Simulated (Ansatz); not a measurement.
tetrafluoroethylene (C2F4), SMILES FC(F)=C(F)F.

Coordinates come from a B3LYP-D3(BJ)/def2-SVP optimisation.

Two levels are set side by side: PBE/def2-SVPD (Ansatz, a program for electronic structure) and CAM-B3LYP/def2-SVPD (Ansatz). Energy differences of separate SCF runs at the same geometry; the states with an electron removed or added have multiplicity 2 and 2. Differences are taken from unrounded values.

```tsv
quantity	PBE
vertical ionisation energy (eV)	10.11
vertical singlet–triplet gap (eV)	4.68
```

Q: These are the PBE values. What does CAM-B3LYP give? (Estimate from the structure and the level; the computed values follow.)

A: 
```tsv
quantity	CAM-B3LYP	PBE minus CAM-B3LYP
vertical ionisation energy (eV)	10.60	-0.49
vertical singlet–triplet gap (eV)	4.56	0.11
```
